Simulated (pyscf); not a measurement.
PySCF, gas phase, ωB97X-D3(BJ)/def2-SVP geometries.

Question: `[Cl][CH2][CH2][Cl]` + `[F][C][F]` [singlet] -> `[F][CH]([F])[CH]([Cl])[CH2][Cl]`
Surface: singlet. Broken: C–H. Formed: C–C, C–H. Give ΔE‡ and ΔE from PBE/def2-TZVP, relative to the separated reactants.

Answer: ΔE‡ = 1.04 eV, ΔE = -2.44 eV. ωB97M-D3(BJ)/def2-TZVP gives 1.66 eV and -2.42 eV. Zero-point energy shifts the barrier by -0.01 eV. It is an insertion, with an imaginary mode of 1337i cm⁻¹. On the product side the descent ends in a point that may be a rotor saddle (no frequency run), 0.10 eV over the lowest minimum found and 4.12 eV under the saddle at ωB97X-D3(BJ)/def2-TZVP. This is the saddle that the search found; another between the same sides may lie lower.
